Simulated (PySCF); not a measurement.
Match the calculated data to a structure.

All candidates are C5H12N (charge +1).

- Rotational structure: rotational constants A, B, C: 6.187, 2.283, 1.994 GHz [GFN2-xTB]
- UV, first state: lowest singlet excitation: 6.88 eV (180 nm, f = 0.014) [TDDFT PBE0/def2-SVPD]
- NMR, other nuclei: isotropic shieldings of nuclei other than C and H, by class: 207 (1 N) ppm [GIAO PBE0/pcSseg-1]
- UV, strongest line: among the 6 lowest singlet transitions: S2 at 7.63 eV (162 nm, f = 0.251) [TDDFT PBE0/def2-SVPD]
- 13C NMR: chemical shifts (computed TMS as zero) by class: 133.8 (1 C), 123.8 (1 C), 62.9 (1 C), 45.0 (2 C) ppm [GIAO PBE0/pcSseg-1]
- Polarisability: 63.0 au [PBE0/def2-SVPD]
- Triplet: lowest triplet excitation (Tamm–Dancoff): 4.48 eV [TDA PBE0/def2-SVPD]

Gas-phase values; electronic properties from PySCF, density fitting. Levels stand in brackets. Isolated species at its GFN2-xTB geometry (one conformer only). NMR classes are plain means over equivalent atoms (diastereotopic ones count apart unless rotation or inversion swaps them), as if these changed places fast.

Problem. Which candidate is it?
A. `C[N+]1(C)CCC1`
B. `C=CC[NH+](C)C`
C. `C[NH2+][C@@H]1C[C@H]1C`

Solution. B. It is `C=CC[NH+](C)C`. Numbering: `[CH2:1]=[CH:2][CH2:3][NH+:4]([CH3:5])[CH3:6]`. 5 carbons fall into 4 classes; from least to most shielded: alkene CH carbon [C2] (133.8 ppm), terminal =CH2 carbon [C1] (123.8 ppm), sp3 carbon bound to nitrogen [C3] (62.9 ppm), N-methyl carbon [C5/C6] (45.0 ppm, 2 C). The other shieldings belong to: 207 ppm, ammonium nitrogen [N4]. The optimised geometry has point group C1 and is an asymmetric top.

The others, at the same levels:
- `C[N+]1(C)CCC1` fails: it has 3 carbon classes against 4; its computed 13C shifts are 65.7 (2 C), 54.0 (2 C), 11.2 (1 C) ppm, rotational constant A is 5.287 GHz (against 6.187 GHz) and smallest rotational constant is 2.995 GHz (against 1.994 GHz).
- `C[NH2+][C@@H]1C[C@H]1C` fails: it has 5 carbon classes against 4; its computed 13C shifts are 43.6 (1 C), 38.2 (1 C), 20.6 (1 C), 18.0 (1 C), 16.4 (1 C) ppm, lowest singlet excitation is 7.41 eV (167 nm, f = 0.006) (against 6.88 eV) and lowest triplet excitation (Tamm–Dancoff) is 7.34 eV (against 4.48 eV).

Each candidate is one conformer, not necessarily the lowest. Dipoles, sizes and rotational constants follow the conformer. The torsions of the flexible species, by atom-mapped SMILES:
- `[CH2:1]=[CH:2][CH2:3][NH+:4]([CH3:5])[CH3:6]`: C1–C2–C3–N4 -14°, C2–C3–N4–C5 161°
- `[CH3:1][NH2+:2][C@@H:3]1[CH2:4][C@H:5]1[CH3:6]`: C1–N2–C3–C4 156°
